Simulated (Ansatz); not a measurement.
Molecule: HO, charge 0, multiplicity 2. SMILES: [OH]
Structure (B3LYP-D3(BJ)/def2-TZVP (Ansatz, a first-principles code) minimum search):
```
O
H 1 0.9767
```
Charge 0, spin multiplicity 2.

Wanted: atomisation energy, in kcal/mol. Terms: UHF or UKS for open shells; valence correlation only; atomisation electronic, to ground-state atoms; non-relativistic; spin-orbit terms left out. Basis-set limits of correlation are two-point, X^-3; Hartree-Fock from the larger set (for Q and 5 zeta extrapolated as (X+1)exp(-9√X)). First-principles rows: single points at B3LYP-D3(BJ) geometries (Ansatz).

```csv
species,coefficient,"E at B3LYP/STO-3G (Ansatz), Eh","E at PBE0/def2-TZVPD (Ansatz), Eh"
[OH] (HO),-1,-74.65936,-75.68758
H atom,+1,-0.46753,-0.50104
O atom,+1,-74.03486,-75.01925
```

Coupled cluster (Ansatz) is a level with limits of its own, used here on species with T1 under 0.025 (0.045 for open shells) and stable references: CCSD(T)/CBS(cc-pVQZ,cc-pV5Z). Value to compare with, CCSD(T)/CBS(cc-pVQZ,cc-pV5Z) (Ansatz): 107.1 kcal/mol. 1 Eh = 627.5095 kcal/mol.

Question: Work the quantity out at each level, and compare with CCSD(T)/CBS(cc-pVQZ,cc-pV5Z) (Ansatz).

Answer: 
- B3LYP/STO-3G: the sum of coefficient times E is 0.15697 Eh, or 98.50 kcal/mol. Result: 98.5 kcal/mol. Its difference against CCSD(T)/CBS(cc-pVQZ,cc-pV5Z) (Ansatz) is -8.6 kcal/mol.
- PBE0/def2-TZVPD: the sum of coefficient times E is 0.16729 Eh, or 104.98 kcal/mol. Result: 105.0 kcal/mol. Its difference against CCSD(T)/CBS(cc-pVQZ,cc-pV5Z) (Ansatz) is -2.1 kcal/mol.
